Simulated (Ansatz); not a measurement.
Ansatz (a quantum-chemistry and plane-wave program) input (HSE06/def2-TZVPD):

Ansatz 0.2 input:
```yaml
crystal:
  periodic: [false, false, false]
  atoms:
    - {symbol: Cl, position_ang: [-1.48293405, 0.22164103, -0.01882856]}
    - {symbol: C, position_ang: [-0.01049978, -0.67307752, 0.04096015]}
    - {symbol: Cl, position_ang: [1.48913862, 0.17609637, -0.00537576]}
    - {symbol: H, position_ang: [-0.02436324, -1.30857915, 0.95225756]}
    - {symbol: H, position_ang: [-0.01811575, -1.41449149, -0.78654502]}
basis:
  gaussian:
    orbitals: def2-TZVPD
hamiltonian:
  xc: {name: HSE06}
total_charge: 1
magnetization: {spin_polarized: true, initial_magnetization: 1}
output: {forces: true}
```

End of the output:

```
mean field evaluation 1: about -26089.6953 eV, gradient 3.5e1 eV
mean field evaluation 2: about -26081.1052 eV, gradient 5.1e1 eV
mean field evaluation 4: about -26095.0564 eV, gradient 1.5e0 eV
mean field evaluation 8: about -26095.1155 eV, gradient 4.2e-2 eV
mean field evaluation 16: about -26095.1155 eV, gradient 5.9e-5 eV
mean field -26095.11551159 eV, -958.9778071463 hartree, gradient 1.9e-5 eV, S^2 0.753503; 2 other end points of the search recorded, 0 dependent functions left out
the calculation of the forces begins
reference -26095.11555324 eV, -958.9778086771 hartree; 21, 20 occupied and 126, 127 virtual orbitals, 892 factors
Total energy: -26095.11555324 eV, -958.9778086771 hartree
Atom 0 at    -1.482934     0.221641    -0.018829 Å, force     0.380677    -0.225832     0.015123 eV/Å
Atom 1 at    -0.010500    -0.673078     0.040960 Å, force     0.008508     0.545387    -0.033190 eV/Å
Atom 2 at     1.489139     0.176096    -0.005376 Å, force    -0.387539    -0.214060     0.011646 eV/Å
Atom 3 at    -0.024363    -1.308579     0.952258 Å, force    -0.001004    -0.049677     0.053629 eV/Å
Atom 4 at    -0.018116    -1.414491    -0.786545 Å, force    -0.000642    -0.055819    -0.047209 eV/Å
Dipole moment:    -0.006286    -0.402985     0.024524 e Å
```
